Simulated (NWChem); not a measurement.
# One shape, several levels: C3H2O (SMILES C#CC=O)

Aim: a comparison of 4 runs (HF/STO-3G, HF/3-21G, B3LYP/6-31G*) of C3H2O. 

Program for the calculation: NWChem 7.3.0.

63 further runs of the same task are left out: 63 set aside as unsound or not needed.

## Step 1: The molecule

C3H2O has 6 atoms, charge 0, and is taken as a singlet. As SMILES, `C#CC=O`. The C3–O4 distance was set to 2.645 Å, away from the relaxed value. At this shape a bond of the SMILES string is far longer than usual.

Bond lengths: C1–C2 1.202 Å, C2–C3 1.444 Å, C1–H5 1.066 Å, C3–H6 1.106 Å. Angles: C1–C2–C3 177.4°, C2–C1–H5 178.9°, C2–C3–H6 114.4°.

## Step 2: A single-point energy at HF/STO-3G (run 1)

Contents of run.py:

```python
from ase import Atoms
from ase.calculators.nwchem import NWChem

system = Atoms('CCCOHH', positions=[
    [0.348168, 2.310279, -1.217797],
    [0.614068, 1.447579, -0.424597],
    [0.983068, 0.447079, 0.548403],
    [-0.319100, -1.829900, 0.889400],
    [0.096968, 3.064379, -1.927497],
    [1.870268, 0.706279, 1.156003],
])

calc = NWChem(
    label='job',
    theory='scf',
    memory='2200 mb',
    basis='STO-3G',
    basispar='spherical bse',
    scf={'nopen': '0', 'rhf': None, 'thresh': '1e-08', 'maxiter': '80', 'print': 'low'},
    task='energy',
)
system.calc = calc

print(f"energy = {system.get_potential_energy():.6f} eV")
```

Launch:

```
$ export ASE_NWCHEM_COMMAND="nwchem PREFIX.nwi > PREFIX.nwo"
$ python run.py
```

Standard output:

```text
energy = -5082.839689 eV
```

The calculator wrote job.nwi:

```
title "job"

permanent_dir job

scratch_dir job

start job

geometry units angstrom nocenter noautosym noautoz
  C  3.4816799999999998e-01 2.3102790000000000e+00 -1.2177970000000000e+00
  C  6.1406799999999995e-01 1.4475789999999999e+00 -4.2459700000000000e-01
  C  9.8306800000000005e-01 4.4707900000000000e-01 5.4840299999999997e-01
  O  -3.1909999999999999e-01 -1.8299000000000001e+00 8.8939999999999997e-01
  H  9.6967999999999999e-02 3.0643790000000002e+00 -1.9274970000000000e+00
  H  1.8702680000000000e+00 7.0627899999999999e-01 1.1560029999999999e+00
end

memory 2200 mb

basis spherical bse noprint
   * library STO-3G
end

scf
  nopen 0
  rhf
  thresh 1e-08
  maxiter 80
  print low
end

task scf energy
```

job.nwo:

```text
Northwest Computational Chemistry Package (NWChem) 7.3.0
             --------------------------------------------------------

           Job information
           ---------------

    nwchem branch   = 7.3.0
    use scalapack   = T
    input           = job.nwi
    prefix          = job.
    data base       = job/job.db
    status          = startup
    nproc           =        1

           Memory information
           ------------------

    heap     =     72089598 doubles =      550.0 Mbytes
    stack    =     72089595 doubles =      550.0 Mbytes
    global   =    144179200 doubles =     1100.0 Mbytes (distinct from heap & stack)
    total    =    288358393 doubles =     2200.0 Mbytes
    verify   = yes
    hardfail = no

[... 38 lines left out ...]
            Nuclear Dipole moment (a.u.)
[... 41 lines left out ...]
                                 NWChem SCF Module
                                 -----------------

                                        job

  ao basis        = "ao basis"
  functions       =    22
  atoms           =     6
  closed shells   =    14
  open shells     =     0
  charge          =   0.00
  wavefunction    = RHF
  input vectors   = atomic
  output vectors  = job/job.movecs
  use symmetry    = F
  symmetry adapt  = F

 Forming initial guess at       0.0s

 Starting SCF solution at       0.0s

  ga_iter_lsolve: convergence stagnant ... aborting solve

       Final RHF  results
       ------------------

         Total SCF energy =   -186.790914811056
      One-electron energy =   -396.732433895537
      Two-electron energy =    139.026565696204
 Nuclear repulsion energy =     70.914953388278

        Time for solution =      1.4s

 Task  times  cpu:        1.4s     wall:        1.4s
 Total times  cpu:        1.5s     wall:        1.5s
```

It took 2.6 s on 1 thread of Intel Xeon Platinum 8488C (Sapphire Rapids), shared host; peak memory 0.097 GiB.

## Step 3: A single-point energy at HF/3-21G (run 2)

Contents of c3h2o.xyz:

```xyz
6
C3H2O energy
C      0.348168     2.310279    -1.217797
C      0.614068     1.447579    -0.424597
C      0.983068     0.447079     0.548403
O     -0.319100    -1.829900     0.889400
H      0.096968     3.064379    -1.927497
H      1.870268     0.706279     1.156003
```

Contents of run.py:

```python
from ase.io import read
from ase.calculators.nwchem import NWChem

system = read('c3h2o.xyz')

calc = NWChem(
    label='c3h2o',
    theory='scf',
    memory='2200 mb',
    basis='3-21G',
    basispar='spherical bse',
    scf={'nopen': '0', 'rhf': None, 'thresh': '1e-08', 'maxiter': '80'},
    task='energy',
)
system.calc = calc

print(f"energy = {system.get_potential_energy():.6f} eV")
print("dipole (e A):", system.get_dipole_moment().round(4))
```

Launch:

```
$ export ASE_NWCHEM_COMMAND="nwchem PREFIX.nwi > PREFIX.nwo"
$ python run.py
```

Standard output:

```text
energy = -5121.456903 eV
dipole (e A): [ 0.2588  0.6832 -0.2176]
```

The calculator wrote c3h2o.nwi:

```
title "c3h2o"

permanent_dir c3h2o

scratch_dir c3h2o

start c3h2o

geometry units angstrom nocenter noautosym noautoz
  C  3.4816799999999998e-01 2.3102790000000000e+00 -1.2177970000000000e+00
  C  6.1406799999999995e-01 1.4475789999999999e+00 -4.2459700000000000e-01
  C  9.8306800000000005e-01 4.4707900000000000e-01 5.4840299999999997e-01
  O  -3.1909999999999999e-01 -1.8299000000000001e+00 8.8939999999999997e-01
  H  9.6967999999999999e-02 3.0643790000000002e+00 -1.9274970000000000e+00
  H  1.8702680000000000e+00 7.0627899999999999e-01 1.1560029999999999e+00
end

memory 2200 mb

basis spherical bse noprint
   * library 3-21G
end

scf
  nopen 0
  rhf
  thresh 1e-08
  maxiter 80
end

task scf energy
```

c3h2o.nwo:

```text
Northwest Computational Chemistry Package (NWChem) 7.3.0
             --------------------------------------------------------

           Job information
           ---------------

    nwchem branch   = 7.3.0
    use scalapack   = T
    input           = c3h2o.nwi
    prefix          = c3h2o.
    data base       = c3h2o/c3h2o.db
    status          = startup
    nproc           =        1

           Memory information
           ------------------

    heap     =     72089598 doubles =      550.0 Mbytes
    stack    =     72089595 doubles =      550.0 Mbytes
    global   =    144179200 doubles =     1100.0 Mbytes (distinct from heap & stack)
    total    =    288358393 doubles =     2200.0 Mbytes
    verify   = yes
    hardfail = no

[... 38 lines left out ...]
            Nuclear Dipole moment (a.u.)
[... 77 lines left out ...]
 1-e energy   =    -394.777847
[... 7 lines left out ...]
         Quadratically convergent ROHF
[... 3 lines left out ...]
 Final Fock-matrix accuracy:          1.000E-10
[... 21 lines left out ...]
       Final RHF  results
[... 3 lines left out ...]
      One-electron energy =   -396.048287191110
[... 1 line left out ...]
 Nuclear repulsion energy =     70.914953388278
[... 32 lines left out ...]
                       ROHF Final Molecular Orbital Analysis
[... 168 lines left out ...]
  Mulliken analysis of the total density
  --------------------------------------

    Atom       Charge   Shell Charges
 -----------   ------   -------------------------------------------------------
    1 C    6     6.32   1.99  0.43  1.54  0.73  1.63
    2 C    6     6.24   1.99  0.43  1.59  0.57  1.66
    3 C    6     5.98   1.99  0.43  1.29  1.16  1.12
    4 O    8     8.05   1.99  0.48  1.89  1.54  2.17
    5 H    1     0.63   0.45  0.18
    6 H    1     0.77   0.47  0.30

       Multipole analysis of the density wrt the origin
       ------------------------------------------------

     L   x y z        total         open         nuclear
     -   - - -        -----         ----         -------
     0   0 0 0     -0.000000      0.000000     28.000000

     1   1 0 0      0.489146      0.000000     20.949994
[... 8 lines of this table left out ...]
     2   0 0 2    -14.918745      0.000000     82.720828

 Task  times  cpu:        2.3s     wall:        2.3s
 Total times  cpu:        2.4s     wall:        2.4s
```

Run time: 3.6 s. Hardware: 1 thread of Intel Xeon Platinum 8488C (Sapphire Rapids), shared host; peak memory 0.094 GiB.

## Step 4: The energy at B3LYP/6-31G(d) (spherical functions) (run 3)

Contents of c3h2o.nw:

```
start c3h2o
title "C3H2O B3LYP"
memory stack 880 mb heap 220 mb global 1100 mb

geometry noautosym nocenter noautoz
C        0.348168       2.310279      -1.217797
C        0.614068       1.447579      -0.424597
C        0.983068       0.447079       0.548403
O       -0.319100      -1.829900       0.889400
H        0.096968       3.064379      -1.927497
H        1.870268       0.706279       1.156003
end

basis spherical bse
* library 6-31G*
end

dft
xc b3lyp
mult 1
grid xfine
convergence energy 1e-08
maxiter 100
mulliken
noprint "final vectors analysis"
end

task dft energy
```

Launch:

```
$ nwchem c3h2o.nw > c3h2o.out
```

Standard output:

```text
[...]
          Wavefunction type:  closed shell.
          No. of atoms     :     6
          No. of electrons :    28
[...]
          Charge           :     0
          Spin multiplicity:     1
[...]
          AO basis - number of functions:    60
[...]
              XC Information
              --------------
                         B3LYP Method XC Potential
                     Hartree-Fock (Exact) Exchange  0.200
                        Slater Exchange Functional  0.800 local
                    Becke 1988 Exchange Functional  0.720 non-local
              Lee-Yang-Parr Correlation Functional  0.810
                  VWN I RPA Correlation Functional  0.190 local
[...]
 d= 0,ls=0.0,diis     1   -189.3507112693 -2.60D+02  8.69D-02  3.60D+00     1.3
[...]
 d= 0,ls=0.0,diis    21   -190.3063850108 -4.39D-09  7.52D-06  9.13D-10    23.1
         Total DFT energy =     -190.306385010804
      One electron energy =     -397.832327125233
           Coulomb energy =      161.853412880464
    Exchange-Corr. energy =      -25.242424154313
 Nuclear repulsion energy =       70.914953388278
[...]
      Total Density - Mulliken Population Analysis
     ---------------------------------------------
    Atom       Charge   Shell Charges
 -----------   ------   -------------------------------------------------------
    1 C    6     6.30   2.00  0.71  1.97  0.67  0.93  0.02
    2 C    6     5.77   2.00  0.69  2.02  0.47  0.57  0.03
    3 C    6     6.13   2.00  0.75  1.69  0.79  0.87  0.03
    4 O    8     8.26   2.00  0.99  2.57  1.01  1.69  0.00
    5 H    1     0.76   0.50  0.25
    6 H    1     0.79   0.51  0.28
[...]
```

It took 24 s on 1 thread of Intel Xeon Platinum 8488C (Sapphire Rapids), shared host; peak memory 0.13 GiB.

## Step 5: The energy at B3LYP/6-31G(d) (Cartesian functions) (run 4)

Contents of run.nw:

```
start run
memory 2200 mb
charge 0
geometry units bohr noautosym nocenter noautoz
   C    0.65794217   4.36579458  -2.30130281
   C    1.16042034   2.73552785  -0.80237204
   C    1.85772928   0.84485687   1.03633148
   O   -0.60301161  -3.45800984   1.68072242
   H    0.18324296   5.79083705  -3.64244144
   H    3.53429430   1.33467388   2.18452907
end
basis "ao basis"
   * library 6-31G*
end
dft
   xc b3lyp
   grid xfine
   convergence energy 1e-08
   iterations 100
   mulliken
   noprint "final vectors analysis"
end
task dft energy
```

Launch:

```
$ nwchem run.nw > run.out
```

Standard output:

```text
[...]
          Wavefunction type:  closed shell.
          No. of atoms     :     6
          No. of electrons :    28
[...]
          Charge           :     0
          Spin multiplicity:     1
[...]
          AO basis - number of functions:    64
[...]
              XC Information
              --------------
                         B3LYP Method XC Potential
                     Hartree-Fock (Exact) Exchange  0.200
                        Slater Exchange Functional  0.800 local
                    Becke 1988 Exchange Functional  0.720 non-local
              Lee-Yang-Parr Correlation Functional  0.810
                  VWN I RPA Correlation Functional  0.190 local
[...]
 d= 0,ls=0.0,diis     1   -189.3520520309 -2.60D+02  8.25D-02  3.73D+00     1.4
[...]
 d= 0,ls=0.0,diis    21   -190.3103837235 -5.59D-09  4.01D-06  9.84D-10    25.9
         Total DFT energy =     -190.310383723463
      One electron energy =     -397.808638978453
           Coulomb energy =      161.793419845789
    Exchange-Corr. energy =      -25.210112832004
 Nuclear repulsion energy =       70.914948241205
[...]
      Total Density - Mulliken Population Analysis
     ---------------------------------------------
    Atom       Charge   Shell Charges
 -----------   ------   -------------------------------------------------------
    1 C    6     6.31   1.99  0.73  1.97  0.68  0.93  0.00
    2 C    6     5.76   1.99  0.72  2.02  0.48  0.55 -0.01
    3 C    6     6.14   1.99  0.78  1.69  0.82  0.87 -0.01
    4 O    8     8.26   1.99  0.99  2.57  1.03  1.69 -0.01
    5 H    1     0.76   0.50  0.25
    6 H    1     0.79   0.51  0.28
[...]
```

Wall time 27 s (1 thread of Intel Xeon Platinum 8488C (Sapphire Rapids), shared host); peak memory 0.13 GiB.

## Step 6: Overview of the runs

```tsv
run	level	iteration cap	module	energy (Eh)	wall time
1	HF/STO-3G	80	scf	-186.790915	2.6 s
2	HF/3-21G	80	scf	-188.210071	3.6 s
3	B3LYP/6-31G* (spherical functions)	100	dft	-190.306385	24 s
4	B3LYP/6-31G* (Cartesian functions)	100	dft	-190.310384	27 s
```

## Step 7: Outcome

| quantity | value |
| --- | --- |
| run 4: total energy | -190.31038 Eh |
| run 4: dipole moment | 6.25 D |

What this shows: Over runs 2, 3, 4 the dipole moment (its size) runs from 3.66 D (HF/3-21G) to 6.25 D (B3LYP/6-31G*). The two ends differ in method and basis. In run 1 the basis is minimal, so the values are rough. In runs 1, 2, 3, 4 a closed-shell determinant meets a far-stretched bond, which it describes badly. All runs together took 57 s, the longest 27 s.
